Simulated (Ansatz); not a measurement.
```xyz
5

C    -0.0063   -0.0479   -0.6762
N     0.0275   -0.1259    0.6835
H     0.0302    0.9156    1.1040
H     0.0020   -1.0252   -1.2173
H    -0.0718    0.8510   -1.2373
```

RHF on singlet CH₃N was run in several spherical basis sets with Ansatz (development build ahead of 0.2.0).

(1) Rank the basis sets by the total energy that they give, lowest first, with the distance from the lowest.
A. 6-31G
B. cc-pVDZ
C. STO-3G
D. def2-SVP

Results:

(1) B (0.00 eV), A (1.53 eV), D (2.21 eV), C (32.91 eV).

Totals follow the description of the cores as much as that of the bonds, so this order isn't one of quality for chemistry.
